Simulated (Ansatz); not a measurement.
A run of Ansatz (development build ahead of 0.2.0) on triplet CO₂ at this shape:

```xyz
3

O    -0.0938    1.1299    0.0877
C     0.0074   -0.0005    0.0194
O     0.1086   -1.1309   -0.0490
```

Its results:

* Converged: yes
* Total energy: -187.42550 hartree
* Spin squared of the determinant: 2.019
* Stability test: minimum

Forces (eV/Å):
```
atom      Fx       Fy      Fz
  O1  -0.998   11.157   0.674
  C2  -0.003    0.000   0.002
  O3   1.000  -11.157  -0.676
```

(1) Which input gives this output? Name the method, the orbitals and the basis set, and write the input.

Results:

(1) UHF in def2-TZVP.

```yaml
crystal:
  periodic: [false, false, false]
  atoms:
    - { symbol: O, position_ang: [-0.09381, 1.12986, 0.08775] }
    - { symbol: C, position_ang: [0.00738, -0.00054, 0.01938] }
    - { symbol: O, position_ang: [0.10859, -1.13093, -0.049] }
basis:
  gaussian: { orbitals: def2-TZVP }
magnetization:
  spin_polarized: true
  initial_magnetization: 2
hamiltonian:
  xc: hf
output:
  forces: true
```

Caution: another spin multiplicity may lie lower.
